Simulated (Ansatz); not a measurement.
Molecule: hydrogen sulfide, H2S, net charge 0, singlet state. 
Coordinates optimised at B3LYP-D3(BJ)/def2-TZVP (Ansatz, a quantum-chemistry and plane-wave program):
```xyz
3

S      0.0018     0.0003     0.1031
H     -0.0075     0.9678    -0.8277
H     -0.0219    -0.9726    -0.8218
```

Basis-set convergence of Hartree-Fock and CCSD correlation energies (hartree) with Ansatz. Valence correlation only, unless marked. Spin-orbit coupling is left out. Non-relativistic.

```json
[
 {"basis": "def2-SVP", "functions": "28", "E(HF)": "-398.56703", "E(corr, CCSD)": "-0.16506"},
 {"basis": "def2-TZVPP", "functions": "70", "E(HF)": "-398.70763", "E(corr, CCSD)": "-0.21546"},
 {"basis": "def2-QZVPP", "functions": "130", "E(HF)": "-398.71942", "E(corr, CCSD)": "-0.22932"}
]
```

Extrapolating the two largest sets (X = 3 and 4) as X^-3: E(corr) = (64·(-0.22932) - 27·(-0.21546))/37 = -0.2394 Eh, an estimate of the basis-set limit. The largest set recovers 95.8 % of it, the smallest 68.9 %.
